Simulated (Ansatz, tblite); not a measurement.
**The cluster Li3+: a ladder of methods and basis sets**

One table from this session's results is given with a row withheld; the runs are named, their logs left out.

Program: Ansatz 0.2.0, Gaussian basis. Level of theory: as each input shows. These are calculated values, not measurements.

The runs, in order: GFN1-xTB, GFN2-xTB, PBE/def2-TZVP, r2SCAN/def2-TZVP, ωB97M-V/def2-TZVP, revPBE/def2-TZVP, LC-ωPBE/def2-TZVP, r2SCANh/def2-TZVP, PBE-QIDH/def2-TZVP, PBE+5HF/def2-TZVP, PBE+10HF/def2-TZVP, PBE+15HF/def2-TZVP, PBE+35HF/def2-TZVP, PBE+50HF/def2-TZVP, PBE/def2-SVP, PBE0/def2-SVP, HF/STO-3G, CCSD(T)/def2-TZVPP, MP2/def2-TZVP, RPA/def2-TZVP.

1 further run of the same task is left out (it didn't finish). Runs told in other sessions of the task aren't counted.

**The structure**

The singlet was relaxed beforehand with r2SCAN/def2-TZVP. At that level it is the lowest of the isomers that a small search found.

3 atoms, charge 1, spin multiplicity 1.

Bond lengths: Li1–Li2 3.051 Å, Li1–Li3 3.051 Å, Li2–Li3 3.051 Å. Angles: Li2–Li1–Li3 60.0°, Li1–Li2–Li3 60.0°, Li1–Li3–Li2 60.0°.

The ion is computed in the gas phase, without counter-ions or solvent.

PBE0/def2-TZVP was run before; its log isn't repeated, and its numbers join the tables.

Set-up of the first run:

Tight binding, by tblite at 300 K electronic temperature and without a spin-polarisation term:

```python
tblite.interface.Calculator('GFN1-xTB', numbers, positions, charge=1, uhf=0).singlepoint()
```

Tight binding, by tblite at 300 K electronic temperature and without a spin-polarisation term:

```python
tblite.interface.Calculator('GFN2-xTB', numbers, positions, charge=1, uhf=0).singlepoint()
```

start.molden holds the orbitals of an earlier run on this state, given as this run's starting guess.

in.yaml

```yaml
crystal:
  periodic: [false, false, false]
  atoms:
    - {symbol: Li, position_ang: [1.707108, 0.182192, 0.393565]}
    - {symbol: Li, position_ang: [-0.478066, -0.747906, -1.521189]}
    - {symbol: Li, position_ang: [-1.229042, 0.565714, 1.127624]}
basis:
  gaussian: {orbitals: def2-TZVP, initial_orbitals: start.molden}
total_charge: 1
hamiltonian: {xc: pbe}
scf: {omitted_lower_state_checks: [starts]}
output: {orbitals: {seedname: orbitals}}
```

Command:

```bash
> ansatz run in.yaml --threads 4 --pin off --events-out ev --progress --plain --max-ram 3916MiB
```

Steps of the session up to this table: PBE/def2-TZVP; r2SCAN/def2-TZVP; ωB97M-V/def2-TZVP; revPBE/def2-TZVP; LC-ωPBE/def2-TZVP; r2SCANh/def2-TZVP; PBE-QIDH/def2-TZVP; PBE+5HF/def2-TZVP; PBE+10HF/def2-TZVP; PBE+15HF/def2-TZVP; PBE+35HF/def2-TZVP; PBE+50HF/def2-TZVP; PBE/def2-SVP; PBE0/def2-SVP; HF/STO-3G; CCSD(T)/def2-TZVPP; MP2/def2-TZVP; RPA/def2-TZVP.

One of the session's tables, all rows but one given; the rest of the session is left out.

It belongs to the step «Levels side by side». 

| level | HOMO (eV) | LUMO (eV) | gap (eV) |
| --- | --- | --- | --- |
| HF/STO-3G | -9.49 | -2.48 | 7.01 |
| PBE/def2-SVP | -7.85 | -5.74 | 2.10 |
| PBE/def2-TZVP | -7.99 | -5.83 | 2.16 |
| revPBE/def2-TZVP | -7.98 | -5.82 | 2.16 |
| r2SCAN/def2-TZVP | -7.94 | -5.37 | 2.57 |
| r2SCANh/def2-TZVP | -8.19 | -5.21 | 2.98 |
| PBE0/def2-SVP | -8.46 | -5.15 | 3.31 |
| PBE0/def2-TZVP | ? | ? | ? |
| LC-ωPBE/def2-TZVP | -10.50 | -3.78 | 6.71 |
| ωB97M-V/def2-TZVP | -9.97 | -4.28 | 5.69 |
| PBE+5HF/def2-TZVP | -8.12 | -5.72 | 2.40 |
| PBE+10HF/def2-TZVP | -8.24 | -5.60 | 2.64 |
| PBE+15HF/def2-TZVP | -8.37 | -5.49 | 2.88 |
| PBE+35HF/def2-TZVP | -8.87 | -5.05 | 3.82 |
| PBE+50HF/def2-TZVP | -9.25 | -4.72 | 4.53 |

**Question.** Estimate the row for PBE0/def2-TZVP.

As computed: HOMO (eV): -8.62; LUMO (eV): -5.27; gap (eV): 3.35. In the column «HOMO (eV)» it lies between PBE+35HF/def2-TZVP (-8.87) and PBE0/def2-SVP (-8.46).
